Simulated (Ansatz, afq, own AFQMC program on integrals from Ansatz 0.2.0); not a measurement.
**Atomization energy of GeH$_{2}$SCl$_{2}$, singlet**

```yaml
atoms:
  - { symbol: S, position_ang: [0.0971, 1.3374, -1.1944] }
  - { symbol: Ge, position_ang: [0.2154, -0.2723, 0.3068] }
  - { symbol: Cl, position_ang: [2.1506, -1.1557, 0.0434] }
  - { symbol: Cl, position_ang: [-1.2885, -1.7670, -0.0639] }
  - { symbol: H, position_ang: [-1.1939, 1.6155, -0.9002] }
  - { symbol: H, position_ang: [0.0612, 0.1783, 1.7619] }
```

Connectivity, by distances: SH–GeH(–Cl)–Cl.

Atoms in their ground-state spins without spin–orbit coupling (mostly on UHF) minus the molecule (RHF), without zero-point energy. The geometry is a stationary point, not shown to be a minimum.

Basis def2-TZVP. Only valence electrons are correlated. AFQMC by an in-house program on the Cholesky factors that Ansatz 0.2.0 writes for its CCSD(T) run. The CISD trial takes its coefficients from CCSD amplitudes. Released means that phaseless walkers are propagated on without the constraint, phases kept. Uncertainties: one standard error, sampling alone. No spin–orbit coupling. The errors of all members are added in quadrature.

No full CI on the walks' own integrals is used here. The released AFQMC energy serves as the reference, which it does only where one determinant dominates, the energy is flat over the last release times and near the phaseless one (40 meV or 2 meV an electron, half that with transition metals). On small molecules, where full CI could be run and the noise was under 10 meV, such values lay within 10 meV of it in 19 cases of 20, a flattering rate, since the rule was set on those same cases; what remains of the bias isn't in the error bar. Each member takes its own surest rung, up to full CI.

The best estimate is CCSD(T) at the basis-set limit (CBS: def2-TZVPP and def2-QZVPP, with their diffuse functions for anions and beside diffuse sets, CCSD(T) itself extrapolated) plus the step from CCSD(T) to AFQMC with the constraint released in def2-TZVP. Rows without CBS are in def2-TZVP; B2PLYP and the wave-function rows carry a basis error of their own. Core correlation and relativity beyond core potentials are missing, and ± holds the sampling alone.

Cautions: inner d shell frozen; no relativity below Rb; no spin-orbit coupling; GeH₂SCl₂ (singlet): the released value is read at 0.90 1/Eh with a noise of 23 meV, more than in the cases checked (meV from the phaseless value at times in 1/Eh: -12 ± 13 at 0.21, -19 ± 15 at 0.42, -26 ± 19 at 0.63, -33 ± 23 at 0.90).

```csv
level,atomization energy (kcal/mol)
B2PLYP,384.7
r2SCAN,400.7
wB97M-V,398.3
```

(1) From these cheaper values, estimate the atomization energy at the level of the best estimate.

(1) 400.9 ± 0.5 kcal/mol (best estimate, highest rung released AFQMC).

| level | atomization energy (kcal/mol) | error against the best estimate (kcal/mol) |
| --- | --- | --- |
| HF | 279.5 | -121.4 ± 0.5 |
| MP2 | 390.0 | -10.9 ± 0.5 |
| CCSD | 372.1 | -28.8 ± 0.5 |
| CCSD(T) | 380.5 | -20.4 ± 0.5 |
| ph-AFQMC/CISD | 381.1 ± 0.3 | -19.8 ± 0.6 |
| released AFQMC | 381.5 ± 0.5 | -19.4 |
| HF/CBS | 279.9 | -121.0 ± 0.5 |
| MP2/CBS | 409.1 | 8.2 ± 0.5 |
| CCSD(T)/CBS | 400.3 | -0.6 ± 0.5 |
| PBE | 397.6 | -3.4 ± 0.5 |
| PBE0 | 392.8 | -8.1 ± 0.5 |
| B3LYP | 381.6 | -19.3 ± 0.5 |

Correlation beyond CCSD(T) changes it by less than twice the noise. Going to the basis-set limit adds 19.8 kcal/mol at CCSD(T). The perturbative (T) step is worth +8.5 kcal/mol.

Best estimates are given only where the step beyond CCSD(T) is under 0.3 eV and no member's determinant is very poor (T1 over 0.05, or 0.07 for open shells, ⟨S²⟩ too high by 0.3, two states mixed), so the hardest cases are missing from such tables.

The functionals ran in a triple-zeta set and keep a basis error of their own, a few kJ/mol for each bond in atomization energies and more for double hybrids, so close places among them and the extrapolated levels can swap.

Each member of a difference takes its own highest rung, so a best estimate needn't equal the limit plus the step of one row. Released energies are given only where the last usable release times agree within the noise; a slower fall can still hide under it.
